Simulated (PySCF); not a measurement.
Compound: C₄H₆O.
Bonds: C1–O2, O2–C3, C3–C4 (double), C4–C5, C3–C5. Hydrogens: H6, H7, H8 on C1; H9 on C4; H10, H11 on C5.

Probes without a nucleus sit at each ring's centroid and 1 Å off its mean plane on both sides; NICS is minus the shielding there, NICSzz its component along the normal. Level: GIAO KT2/pcSseg-2 (PySCF, non-relativistic, gas phase) on the PBE0-D3(BJ)/def2-SVP geometry, one conformer.

Ring bond lengths (Å): C3–C4 1.301, C4–C5 1.528, C5–C3 1.472.

Q: Give the NICS values of each ring in ppm.

A: 
```tsv
ring	type	NICS(0)	NICS(1), two faces	NICS(1)zz, two faces	rms pucker (Å)	centre to ring atoms, mean (Å)
C3–C4–C5	3-membered carbocycle; formal bonds 1 double, 2 single	-31.2	-5.2 / -5.2	-11.2 / -11.2	0.00	0.83
```

Q: What can be read from them?

A: 
- C3–C4–C5: mean NICS(1)zz -11.2 ppm, shielded. C5 has four or more neighbours; no verdict on aromaticity is drawn. NICS(0) lies 26 ppm below the mean NICS(1).

Q: What are the shieldings of the ring atoms and their hydrogens in the same run (means over atoms taken as equivalent)?

A: 
| atoms | environment | σ isotropic (ppm) |
| --- | --- | --- |
| C3 | vinylic carbon bearing oxygen | 40.1 |
| C4 | alkene CH carbon | 119.8 |
| C5 | allylic carbon | 162.4 |
| H9 | vinylic hydrogen | 26.21 |
| H10 (×2) | methylene hydrogen | 29.18 |

Q: How do the values depend on the level or the medium?

A: 
| level | NICS(0), C3–C4–C5 | mean NICS(1)zz, C3–C4–C5 |
| --- | --- | --- |
| KT2/pcSseg-2, gas | -31.2 | -11.2 |
| PBE0/pcSseg-1, gas | -31.9 | -12.0 |

The geometry is the same throughout.

Conformer computed: `[CH3:1][O:2][C:3]1=[CH:4][CH2:5]1`: C1–O2–C3–C4 0°.
